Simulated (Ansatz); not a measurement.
# How far each method lies from full CI for SbH$_{2}$⁺, singlet

Geometry: a PBE0/def2-TZVP stationary point for this spin, not checked as a minimum.

```xyz
3

Sb    0.0000   -0.0196    0.0000
H     0.0000    1.1863   -1.2103
H     0.0000    1.1864    1.2102
```

Basis def2-SVP with its core potentials; Ansatz 0.2.0. Only valence electrons are correlated (noble-gas cores and the filled d shells of p-block atoms frozen), which leaves 6 electrons in 27 orbitals. Prefix R: restricted or restricted open-shell reference; prefix U: unrestricted. Active spaces: valence = (6e, 6o) chosen from the atoms' valence shells. No spin–orbit coupling is included; scalar relativity enters through the core potentials alone.

Full CI is exact within this basis and frozen core; it isn't the basis-set limit. The frozen core follows each run's orbitals, which can shift R against U totals by a few meV for light atoms and by up to 0.1 eV past Ca.

The UHF ⟨S²⟩ is 0.097, the T1 diagnostic (RCCSD) is 0.0132 and the largest doubles amplitude (RCCSD) is 0.080.

```tsv
level	E − E(RHF) (eV)
RMP2	-2.1384
RCCSD	-2.8225
RCCSD(T)	-2.8729
```

(1) Estimate how far full CI in def2-SVP lies from RCCSD(T). The table doesn't fix it; the size of (T) and the diagnostics are the guide.

(1) Full CI in def2-SVP lies 0.35 kcal/mol below RCCSD(T), which is 31 % of the (T) step (-1.16 kcal/mol). RHF is unstable towards spin polarisation, and the rest is a large part of (T).

The other levels:

```csv
level,E − E(full CI) (kcal/mol),share of correlation (%),wall time
CISD,4.11,93.83,0.81 s
BCCD(T),0.35,99.47,0.51 s
RCCSDT,0.06,99.91,–
CISDTQ,0.07,99.89,1.7 s
RCCSDT(Q),0.01,99.98,1.2 s
RCCSDTQ,0.00,100.00,9 s
CASSCF (valence space),33.89,49.12,–
NEVPT2 (valence space),9.61,85.57,0.84 s
MRCISD (valence space),1.04,98.44,–
MRCISD+Q (valence space),0.00,99.99,1.2 s
```

The correlation energy at full CI, counted from RHF, is -2.888 eV. That run took 7.5 s on 1 thread of Arm Neoverse V1, shared host over 2,148,761 determinants.

Run but not shown, since their state or frozen core can't be matched to the reference's or they repeat it: UHF.

Times hold each run's SCF and search for its determinant on a shared host, so for small cases they say little of a method's own cost; they ran on 1 thread of Arm Neoverse V1.

The full-CI state has the irrep A1 of C2v, in the program's axes.

Natural occupations of full CI about the gap: 1.964 1.943 1.916 0.048 0.048 0.034 0.010 0.007 0.006 0.006; effectively unpaired electrons, Σ n²(2−n)², 0.07.
